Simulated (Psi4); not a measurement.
**CCSD(T)/6-31G(d) (spherical functions, sweep point 4) run of SiNH5 (Si(NH2)H3)**

What is the vertical ionisation energy of SiNH5 (Si(NH2)H3) at CCSD(T)/6-31G* (spherical functions, sweep point 4)? 

The calculation is run with Psi4 1.11.

4 further runs of the same task are left out: 4 set aside as unsound or not needed.

**1. The molecule**

SiNH5 has 7 atoms, charge 0, and is taken as a singlet. As SMILES, `[H][Si]([H])([H])N`. Geometry: relaxed at GFN2-xTB.

Bond lengths: Si1–N2 1.723 Å, N2–H3 1.007 Å, N2–H4 1.007 Å, Si1–H5 1.460 Å, Si1–H6 1.461 Å, Si1–H7 1.472 Å. Angles: Si1–N2–H3 118.6°, Si1–N2–H4 118.6°, N2–Si1–H5 105.0°, N2–Si1–H6 105.1°, N2–Si1–H7 115.3°, H3–N2–H4 109.5°, H5–Si1–H6 113.3°, H5–Si1–H7 109.2°, H6–Si1–H7 109.1°.

**2. A single-point energy at CCSD(T)/6-31G(d) (spherical functions, sweep point 4)**

File job.in:

```
memory 1600 MB

molecule molecule1 {
  0 1
  Si    -0.00130391     0.00449755    -1.29066405
  N      0.17132257     0.33767516     1.94369670
  H      1.33732138    -0.80916183     2.91734029
  H     -1.44310825     0.58090181     2.92123313
  H      2.62246743    -0.01874608    -2.14585960
  H     -1.41336396     2.20975124    -2.16581511
  H     -1.27333526    -2.30491785    -2.17993137
  units bohr
  symmetry c1
}

set {
  puream true
  scf_type pk
  num_frozen_docc 6
  d_convergence 1e-05
  e_convergence 1e-05
}

energy("ccsd(t)/6-31G*")
print_variables()
```

On the command line:

```bash
$ psi4 -i job.in -o job.out -n 1
```

job.out:

```text
[...]
  Running in c1 symmetry.
[...]
  Nuclear repulsion =   65.167404732323391
[...]
  Multiplicity = 1
[...]
  Nalpha       = 13
  Nbeta        = 13
[...]
    Number of basis functions: 42
[...]
   @RHF iter   1:  -346.19613636905098   -5.50814e-01   9.41826e-03 DIIS/ADIIS
[...]
   @RHF iter   6:  -346.28103952195477   -1.51447e-06   4.74689e-06 DIIS
[...]
    Orbital Energies [Eh]
    ---------------------
    Doubly Occupied:
       1A    -68.757951     2A    -15.529825     3A     -6.119934
       4A     -4.225777     5A     -4.225669     6A     -4.225116
       7A     -1.130260     8A     -0.721458     9A     -0.651449
      10A     -0.547788    11A     -0.491152    12A     -0.478236
      13A     -0.394683
[...]
  @RHF Final Energy:  -346.28103952195477
   => Energetics <=
    Nuclear Repulsion Energy =             65.1674047323233907
    One-Electron Energy =                -607.8984304196351331
    Two-Electron Energy =                 196.4499861653570747
    Total Energy =                       -346.2810395219547104
[...]
 Multipole Moments:
 ------------------------------------------------------------------------------------
     Multipole            Electronic (a.u.)      Nuclear  (a.u.)        Total (a.u.)
 ------------------------------------------------------------------------------------
 L = 1.  Multiply by 2.5417464519 to convert [e a0] to [Debye]
 Dipole X            :          0.0249149           -0.2006834           -0.1757685
 Dipole Y            :          0.0553448           -0.4090653           -0.3537205
 Dipole Z            :          0.1510986            0.1639500            0.3150487
 Magnitude           :                                                    0.5052409
[...]
      * MP2 total energy                      = -346.523540621103564
[...]
      * CCSD total energy                     = -346.553360268328959
[...]
      * CCSD(T) total energy                  = -346.558492784122961
[...]
```

Run time: 9 s. Hardware: 1 thread of Intel Xeon at 2.70GHz, shared host; peak memory 0.2 GiB.

**3. The doublet cation at the same level**

File job.in:

```
memory 1600 MB

molecule {
  1 2
  Si    -0.00130391     0.00449755    -1.29066405
  N      0.17132257     0.33767516     1.94369670
  H      1.33732138    -0.80916183     2.91734029
  H     -1.44310825     0.58090181     2.92123313
  H      2.62246743    -0.01874608    -2.14585960
  H     -1.41336396     2.20975124    -2.16581511
  H     -1.27333526    -2.30491785    -2.17993137
  units au
  symmetry c1
}

set basis 6-31G*
set reference uhf
set puream true
set scf_type pk
set num_frozen_docc 6
set d_convergence 1e-05
set e_convergence 1e-05
set maxiter 150

energy('ccsd(t)')
```

On the command line:

```bash
$ psi4 -i job.in -o job.out -n 1
```

job.out:

```text
[...]
  Running in c1 symmetry.
[...]
  Nuclear repulsion =   65.167404732323391
[...]
  Multiplicity = 2
[...]
  Nalpha       = 13
  Nbeta        = 12
[...]
    Number of basis functions: 42
[...]
   @UHF iter   1:  -345.85918435587206   -2.13862e-01   6.45033e-03 ADIIS/DIIS
[...]
   @UHF iter   9:  -345.96431396413476   -9.31889e-07   6.60896e-06 DIIS
[...]
   @S^2 Observed:                7.618610435E-01
[...]
    Orbital Energies [Eh]
    ---------------------
    Alpha Occupied:
       1A    -68.992716     2A    -15.956615     3A     -6.360153
       4A     -4.466893     5A     -4.464210     6A     -4.463935
       7A     -1.554941     8A     -1.031639     9A     -1.030784
      10A     -0.913861    11A     -0.839898    12A     -0.696710
      13A     -0.694853
    Alpha Virtual:
      14A     -0.085786    15A     -0.008997    16A      0.002517
      17A      0.015925    18A      0.025140    19A      0.101605
      20A      0.147308    21A      0.193632    22A      0.206041
      23A      0.294534    24A      0.464829    25A      0.527067
[...]
  @UHF Final Energy:  -345.96431396413476
   => Energetics <=
    Nuclear Repulsion Energy =             65.1674047323233907
    One-Electron Energy =                -600.4597743066751718
    Two-Electron Energy =                 189.3280556102170635
    Total Energy =                       -345.9643139641347602
  UHF NO Occupations:
  HONO-2 :   11  A 1.9980749
  HONO-1 :   12  A 1.9975693
[...]
 Multipole Moments:
 ------------------------------------------------------------------------------------
     Multipole            Electronic (a.u.)      Nuclear  (a.u.)        Total (a.u.)
 ------------------------------------------------------------------------------------
 L = 1.  Multiply by 2.5417464519 to convert [e a0] to [Debye]
 Dipole X            :          0.0653174           -0.2006834           -0.1353660
 Dipole Y            :          0.1495871           -0.4090653           -0.2594782
 Dipole Z            :          1.4221139            0.1639500            1.5860640
 Magnitude           :                                                    1.6128397
[...]
      * MP2 total energy                      = -346.167812513249203
[...]
      * CCSD total energy                     = -346.207208912730778
[...]
      * CCSD(T) total energy                     = -346.211970407544641
[...]
```

Wall time 11 s (1 thread of Intel Xeon at 2.70GHz, shared host); peak memory 0.21 GiB.

**4. What came out**

Level: CCSD(T)/6-31G* (spherical functions, sweep point 4), 6 core orbitals frozen.

```
                                                                  quantity          value
                                               singlet SiNH5: total energy  -346.55849 Eh
                        singlet SiNH5: HOMO energy (Hartree–Fock orbitals)      -10.74 eV
                        singlet SiNH5: LUMO energy (Hartree–Fock orbitals)        3.95 eV
                      singlet SiNH5: HOMO–LUMO gap (Hartree–Fock orbitals)       14.69 eV
                singlet SiNH5: correlation energy (6 core orbitals frozen)     -277.5 mEh
                                             singlet SiNH5: (T) correction      -5.13 mEh
                                              singlet SiNH5: T1 diagnostic          0.011
                                              doublet cation: total energy  -346.21197 Eh
doublet cation: HOMO energy (Hartree–Fock orbitals) (highest over α and β)      -18.83 eV
 doublet cation: LUMO energy (Hartree–Fock orbitals) (lowest over α and β)       -6.77 eV
               doublet cation: correlation energy (6 core orbitals frozen)     -247.7 mEh
                                            doublet cation: (T) correction      -4.76 mEh
                         doublet cation: ⟨S²⟩ of the reference determinant          0.762
                                             doublet cation: T1 diagnostic          0.048
                        vertical ionisation energy (to the doublet cation)       9.429 eV
```

**Reading.** Removing an electron at fixed nuclei costs 9.43 eV (217 kcal/mol). The triples (singlet SiNH5) make up 1.8 % of the correlation energy. The T1 diagnostic (doublet cation) of 0.048 is above the customary mark for such species, so a single reference may not serve. The triples (doublet cation) make up 1.9 % of the correlation energy.
